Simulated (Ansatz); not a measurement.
## GaP2H, quintet: the ladder up to UCCSDT(Q)

Geometry: that of the GaP2H, triplet, kept fixed. The triplet lies 2.4 eV lower here.

```
atom    x (Å)    y (Å)    z (Å)
  Ga  -0.0099   0.0340   1.1545
   P   0.0883   0.9813  -1.3360
   P  -0.0235  -1.0996  -1.2197
   H  -1.3092   1.2855  -1.3235
```

Basis cc-pVDZ; Ansatz 0.2.0. Correlated methods freeze the noble-gas cores and the filled d shells of p-block atoms, which leaves 14 electrons in 44 orbitals. Prefix R: restricted or restricted open-shell reference; prefix U: unrestricted. Active spaces: valence = (10e, 11o, short of the full valence) chosen from the atoms' valence shells. No spin–orbit coupling is included, and no scalar relativity.

Full CI isn't at hand for all of this; UCCSDT(Q) serves as the reference, and is uncertain by the last step of the cluster series or more. The frozen core follows each run's orbitals, which can shift R against U totals by a few meV for light atoms and by up to 0.1 eV past Ca.

The UHF ⟨S²⟩ is 6.065 and the T1 diagnostic (RCCSD) is 0.0290. The largest doubles amplitude (RCCSD) is 0.072 and the T1 diagnostic (UCCSD) is 0.0276.

| level | E − E(UHF) (eV) |
| --- | --- |
| UMP2 | -6.1816 |
| UCCSD | -7.3163 |
| UCCSD(T) | -7.6246 |

Q: Estimate how far UCCSDT(Q) in cc-pVDZ lies from UCCSD(T). The table doesn't fix it; the size of (T) and the diagnostics are the guide.

A: UCCSDT(Q) in cc-pVDZ lies 2.67 mEh below UCCSD(T), which is 24 % of the (T) step (-11.33 mEh). The diagnostics are small and the rest is a small part of (T), but (T) is large here. The miss exceeds 1 kcal/mol.

The other levels:

```
 level  E − E(UCCSDT(Q)) (mEh)  wall time
UCCSDT                    0.98          –
```

Run but not shown, since their state, orbitals or frozen core can't be matched to the reference's or they repeat it: RHF, RMP2, RCCSD, RCCSD(T), BCCD(T), RCCSDT, RCCSDT(Q), CASSCF (valence space), NEVPT2 (valence space).

Natural occupations of CASSCF (valence space) about the gap: 1.969 1.943 1.005 1.002 1.000 0.992 0.036 0.028 0.026 0.024; effectively unpaired electrons, Σ n²(2−n)², 4.03.
